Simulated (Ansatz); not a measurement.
## Caesium, bcc: convergence with the plane-wave cutoff

Computed with Ansatz, PBE, scalar-relativistic PAW, on the relaxed cell (a = 6.154 Å; spin not included). Errors count from a run at 420 eV on a Γ-centred 12×12×12 mesh with Fermi-Dirac smearing of 0.1 eV, extrapolated to zero width. Fixed here: mesh 7×7×7, Fermi-Dirac width 0.1 eV. The pressure holds a Pulay correction and is unreliable far below the recommended cutoff. The SCF starts from atomic densities corrected by a trained network.

```json
{"cutoff (eV)": "150", "E(σ→0) error (meV/atom)": "725.5", "P (GPa)": "0.03", "SCF iterations": "6"}
{"cutoff (eV)": "200", "E(σ→0) error (meV/atom)": "174.1", "P (GPa)": "0.01", "SCF iterations": "6"}
{"cutoff (eV)": "250", "E(σ→0) error (meV/atom)": "34.8", "P (GPa)": "0.00", "SCF iterations": "6"}
{"cutoff (eV)": "300", "E(σ→0) error (meV/atom)": "3.6", "P (GPa)": "0.00", "SCF iterations": "6"}
{"cutoff (eV)": "350", "E(σ→0) error (meV/atom)": "-2.2", "P (GPa)": "0.00", "SCF iterations": "6"}
{"cutoff (eV)": "420", "E(σ→0) error (meV/atom)": "-2.8", "P (GPa)": "0.00", "SCF iterations": "6"}
{"cutoff (eV)": "500", "E(σ→0) error (meV/atom)": "-2.9", "P (GPa)": "0.00", "SCF iterations": "6"}
{"cutoff (eV)": "600", "E(σ→0) error (meV/atom)": "-3.0", "P (GPa)": "0.00", "SCF iterations": "6"}
```

Task: What does the run at 800 give (cutoff)?

Result: E(σ→0) error (meV/atom): -3.0; P (GPa): 0.00; SCF iterations: 6.

Within 5 meV/atom of the last row: from 350 eV on.
